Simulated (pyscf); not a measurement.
A first-order saddle from PySCF, ωB97X-D3(BJ)/def2-SVP:

```
Ga
F 1 1.8655
H 2 1.3430 1 82.88
Cl 3 1.4353 2 140.53 1 -0.02
Cl 1 2.1148 2 113.04 3 105.54
Cl 1 2.1149 2 113.18 3 -105.40
```
Charge 0, spin multiplicity 1.

Surface: singlet, charge 0. Lowest wavenumbers (cm⁻¹): 465i, 90, 117, 150, 151.

**Question.** Name the species on either side of this saddle.

**Answer.** Cl–Ga(Cl)–Cl + hydrogen fluoride (HF) ⇌ hydrogen chloride (HCl) + F–Ga(Cl)–Cl, a four-centre exchange read from left to right: Cl–Ga, F–H broken and Cl–H, F–Ga formed. At ωB97M-D3(BJ)/def2-TZVP it lies +2.0 kcal/mol from the left side and -5.1 kcal/mol from the right (each side as separated species at their lowest minima found). On the reactant side the descent ends in an adduct with a F–Ga contact, 10.9 kcal/mol under the separated species and 12.2 kcal/mol under the saddle at ωB97X-D3(BJ)/def2-TZVP. On the product side the descent ends in an adduct with a Cl–Ga contact, 11.6 kcal/mol under the separated species and 3.7 kcal/mol under the saddle at ωB97X-D3(BJ)/def2-TZVP. At ωB97M-D3(BJ) the saddle lies under the separated products, which points to a path from their complex (located at ωB97X-D3(BJ) alone), and parting the products costs more than the saddle. What is counted as formed (F–Ga) is already present as a longer contact in the reactant adduct; forming that adduct is a step of its own. What is counted as broken (Cl–Ga) persists as a longer contact in the product adduct; parting that adduct is a step of its own. This is the saddle that the search found; another between the same sides may lie lower. Elements up to Kr have no core potential and no relativistic terms here.
